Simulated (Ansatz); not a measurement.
in.yaml

```yaml
crystal:
  periodic: [false, false, false]
  atoms:
    - {symbol: Al, position_ang: [0.000000, 0.056189, 1.220938]}
    - {symbol: Mg, position_ang: [0.000000, -0.001415, -1.471349]}
    - {symbol: H, position_ang: [0.000000, -0.327222, 2.759073]}
    - {symbol: H, position_ang: [0.000000, -1.142799, 0.037065]}
basis:
  gaussian: {orbitals: 6-31G}
total_charge: 1
magnetization: {spin_polarized: false, initial_magnetization: 4}
correlation: {method: ccsd_t, electrons: outside_noble_gas}
```

```sh
$ ansatz run in.yaml --threads 1 --pin off --events-out ev --progress --plain --max-ram 2393MiB
```

The program prints:

```
334 factors; integrals over basis functions are off by at most 1.4e-4 eV
mean field evaluation 1: about -12031.1491 eV, gradient 7.0e0 eV
mean field evaluation 2: about -12031.1749 eV, gradient 7.1e0 eV
mean field evaluation 4: about -12032.2340 eV, gradient 1.8e0 eV
mean field evaluation 8: about -12032.3942 eV, gradient 1.1e-1 eV
mean field evaluation 16: about -12031.9583 eV, gradient 2.8e0 eV
mean field evaluation 32: about -12029.0654 eV, gradient 2.2e-1 eV
mean field evaluation 64: about -12029.2990 eV, gradient 2.8e-1 eV
mean field -12032.39476348 eV, -442.1823517079 hartree, gradient 1.7e-6 eV, S^2 6.000000; 2 other end points of the search recorded, 0 dependent functions left out
determinant -12032.39476348 eV, -442.1823517079 hartree, with singles and doubles -12033.39576511 eV, -442.2191378391 hartree
determinant -12029.53585060 eV, -442.0772885973 hartree, with singles and doubles -12030.67813673 eV, -442.1192668382 hartree
determinant -12029.06501069 eV, -442.0599855499 hartree, with singles and doubles -12030.76448393 eV, -442.1224400394 hartree
10 core orbitals not correlated: weight in the atoms' cores, before any rotation towards them, 1.000 or more for the frozen orbitals, at most 0.000 for the correlated occupied ones
reference -12032.39476348 eV, -442.1823517079 hartree; 5, 1 occupied and 15, 19 virtual orbitals, 334 factors
second order -0.61588663 eV of doubles, -0.01110147 eV of singles
cycle   1  -1.00124513 eV  change   -2.4e-4 eV  update   1.6e-3
cycle   2  -1.00182832 eV  change   -5.8e-4 eV  update   1.2e-3
cycle   3  -1.00214033 eV  change   -3.1e-4 eV  update   5.2e-4
cycle   4  -1.00245556 eV  change   -3.2e-4 eV  update   3.3e-4
cycle   5  -1.00282069 eV  change   -3.7e-4 eV  update   1.5e-4
cycle   6  -1.00299060 eV  change   -1.7e-4 eV  update   4.9e-5
cycle   7  -1.00303023 eV  change   -4.0e-5 eV  update   1.7e-5
cycle   8  -1.00302388 eV  change    6.4e-6 eV  update   7.0e-6
cycle   9  -1.00302231 eV  change    1.6e-6 eV  update   1.9e-6
perturbative correction -0.02968321 eV, -0.0010908380 hartree
Total energy: -12033.42746901 eV, -442.2203029360 hartree
```

For the same geometry and basis full CI lies 23.7 meV lower.

Ran on 1 thread of AMD EPYC 9R45, shared host: 0.36 s wall, 0.09 GiB peak host memory.
